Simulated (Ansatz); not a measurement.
# Diamond-structure Si: zone-centre LO phonon frequency by level of theory

No measured value is used here.

```tsv
level (code)	value (cm⁻¹)	cell (Å³/atom)
LDA (Ansatz)	?	19.70
PBE (Ansatz)	503	20.46
r²SCAN (Ansatz)	518	20.17
```

### Question
Fill in the missing entries.

### Answer

- LDA (Ansatz, a program for electronic structure), value (cm⁻¹): 513

Each level is taken at its own relaxed cell. Cutoffs differ between the levels. Ansatz's density-functional and Hartree–Fock values are scalar-relativistic unless marked +SOC, with PAW data made under PBE.
